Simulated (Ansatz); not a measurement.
# H₅NSSi: ionisation energy by level of theory

An exercise on one series of results from a longer session: the logs are not shown, and one member is left open.

The runs use Ansatz 0.2.0, Gaussian basis; unrestricted cation, the program's frozen cores in correlated methods.

Levels to be run: UKS PBE-D4/def2-TZVPP; UKS r2SCAN-D4/def2-TZVPP; UKS PBE0-D4/def2-TZVPP; UKS B3LYP-D4/def2-TZVPP; UKS wB97X-V/def2-TZVPP; UKS wB97M-V/def2-TZVPP; UKS B2PLYP/def2-TZVPP; UHF-MP2/def2-TZVPP; UHF-MP2/def2-QZVPP; then −ε(HOMO) from the neutral's earlier runs with LDA (SPW92), PBE-D4, revPBE-D4, BLYP-D4, r2SCAN-D4, B97M-V, PBE0-D4, B3LYP-D4, r2SCANh-D4, r2SCAN0-D4, HSE06-D4, BHLYP-D4, CAM-B3LYP-D4, LC-ωPBE, ωB97X-V, ωB97M-V.

1 further run of the same task is left out (it didn't finish).

### The relaxed structure

An earlier PBE0-D4 in a triple-zeta def2 set relaxation fixed the geometry.

SMILES `N[SiH2]S`, 8 atoms, charge 0, spin multiplicity 1.

Atoms are counted from 1 here; the program's logs count them from 0.

Bond lengths: N1–Si2 1.706 Å, N1–H4 1.006 Å, N1–H5 1.006 Å, Si2–S3 2.151 Å, Si2–H6 1.485 Å, Si2–H7 1.484 Å, S3–H8 1.343 Å. Angles: Si2–N1–H4 120.4°, Si2–N1–H5 122.1°, H4–N1–H5 112.1°, N1–Si2–S3 111.5°, N1–Si2–H6 112.3°, N1–Si2–H7 105.6°, S3–Si2–H6 105.8°, S3–Si2–H7 111.6°, H6–Si2–H7 110.2°, Si2–S3–H8 94.3°.

Set-up of the first run:

File in.yaml:

```yaml
crystal:
  periodic: [false, false, false]
  atoms:
    - {symbol: N, position_ang: [-0.754733, 0.572283, -1.067086]}
    - {symbol: Si, position_ang: [0.473045, 0.027239, -0.015915]}
    - {symbol: S, position_ang: [-0.297727, -1.338793, 1.455845]}
    - {symbol: H, position_ang: [-0.873956, 0.149555, -1.971830]}
    - {symbol: H, position_ang: [-1.608130, 0.982382, -0.725870]}
    - {symbol: H, position_ang: [1.093238, 1.137718, 0.750151]}
    - {symbol: H, position_ang: [1.484274, -0.621588, -0.886792]}
    - {symbol: H, position_ang: [0.575989, -0.965895, 2.405596]}
basis:
  gaussian: {orbitals: def2-TZVPP}
total_charge: 1
magnetization: {spin_polarized: true, initial_magnetization: 1}
hamiltonian: {xc: pbe, dispersion: d4}
```

Run with:

```console
ansatz run in.yaml --threads 2 --pin off --events-out ev --progress --plain --max-ram 4352MiB
```

Steps of the session up to this table: Cation, UKS PBE-D4/def2-TZVPP; Cation, UKS r2SCAN-D4/def2-TZVPP; Cation, UKS PBE0-D4/def2-TZVPP; Cation, UKS B3LYP-D4/def2-TZVPP; Cation, UKS wB97X-V/def2-TZVPP; Cation, UKS wB97M-V/def2-TZVPP; Cation, UKS B2PLYP (frozen core)/def2-TZVPP; Cation, UHF-MP2/def2-TZVPP; Cation, UHF-MP2/def2-QZVPP.

One of the session's tables, all rows but one given; the rest of the session is left out.

It belongs to the step «Ionisation energies side by side». Orbital estimates, from the neutral's runs:

```
  functional  −ε(HOMO) (eV)
 LDA (SPW92)           6.04
      PBE-D4           5.94
   revPBE-D4           5.90
     BLYP-D4              ?
   r2SCAN-D4           6.23
      B97M-V           6.34
     PBE0-D4           7.19
    B3LYP-D4           6.95
  r2SCANh-D4           6.69
  r2SCAN0-D4           7.38
    HSE06-D4           6.79
    BHLYP-D4           8.30
CAM-B3LYP-D4           8.53
     LC-ωPBE           9.93
     ωB97X-V           9.57
     ωB97M-V           9.40
```

**Question.** Estimate the row for BLYP-D4.

Worked estimate for «−ε(HOMO) (eV)». Against the share of exact exchange, B3LYP-D4 (0.2, 6.95), BHLYP-D4 (0.5, 8.30) give a slope of 4.50 per unit share; at 0 the line stands at 6.05.

**Answer.** −ε(HOMO) (eV): 5.79. In «−ε(HOMO) (eV)» the line misses by +0.26.
